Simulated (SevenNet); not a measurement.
fcc Ag

All values below come from the machine-learned potential SevenNet-0 (trained on PBE and PBE+U data).

Cell (relaxed at this level):

```yaml
crystal:
  lattice:
    - [0.00000, 2.08361, 2.08361]
    - [2.08361, 0.00000, 2.08361]
    - [2.08361, 2.08361, 0.00000]
  atoms:
    - { symbol: Ag, position: [0.00000, 0.00000, 0.00000] }
```

```json
{
 "vacancy_formation_energy": "0.68 eV"
}
```

Measured, for comparison: vacancy formation energy 1.21 ± 0.1 eV (midpoint of the printed range, monovacancy, our sources range from 1.06 to 1.21; as tabulated in Mehl and Papaconstantopoulos (1996), arXiv:mtrl-th/9602003). Computed (rounded) less measured: vacancy formation energy not scored (sources differ).

A machine-learned potential is trained on density-functional data: it inherits that level's misses and adds fitting errors of its own.

Note: this model's volume lies 6 % above that of the starting cell (a measured, published or database cell).
